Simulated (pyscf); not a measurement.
Thermochemistry of product channels of HO–Ga (SMILES [OH][Ga]) [singlet] + H• (SMILES [H]) on the doublet surface, in eV, from ωB97M-D3(BJ)/def2-TZVP energies (ideal gas, 1 atm, RRHO with modes under 100 cm⁻¹ raised to 100, one conformer, R ln 2 for chiral ones without a mode under 150 cm⁻¹). Structures and frequencies: ωB97X-D3(BJ)/def2-SVP in PySCF.

```
products                                                ΔE  ΔH(298 K)  ΔG(298 K)  ΔG(1200 K)
----------------------------------------------  ----------  ---------  ---------  ----------
[HO–GaH]• (SMILES [OH][GaH])                         -1.26      -1.12      -0.82       +0.17
•O–GaH₂ (SMILES [O][GaH2])                           +0.32      +0.36      +0.68       +1.70
[O=Ga]• (SMILES [O]=[Ga]) + H₂ (SMILES [H][H])  (withheld)      +0.58      +0.58  (withheld)
```

Problem. Complete the blanks.

Solution. 
- [O=Ga]• (SMILES [O]=[Ga]) + H₂ (SMILES [H][H]), ΔE: +0.57
- [O=Ga]• (SMILES [O]=[Ga]) + H₂ (SMILES [H][H]), ΔG(1200 K): +0.62

The channel to [HO–GaH]• turns unfavourable between 298 and 1200 K (ΔG from -0.82 eV to +0.17 eV).

These are energies of the channels, which say nothing of barriers. The term symbol of open-shell O=Ga was not checked; spin-orbit terms and orbital degeneracy are left out. Elements up to Kr have no core potential and no relativistic terms here.
